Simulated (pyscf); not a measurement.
PySCF, gas phase, ωB97X-D3(BJ)/def2-SVP geometries.

Q: Estimate the classical barrier height and the reaction energy of `[NH2][SiH]([NH2])[NH2]` + `[SiH4]` → `[NH2][SiH]([NH2])[NH][SiH3]` + `[H][H]` at ωB97M-D3(BJ)/def2-TZVP. The step runs on the singlet surface, breaks H–N, H–Si and forms N–Si, H–H; take the separated reactants as zero.

A: ΔE‡ = 173.8 kJ/mol, ΔE = -32.4 kJ/mol. Zero-point energy shifts the barrier by -4.1 kJ/mol. It is a four-centre exchange, with an imaginary mode of 1349i cm⁻¹. At the saddle there is also a short H–Si contact that neither side keeps. This is the saddle that the search found; another between the same sides may lie lower.
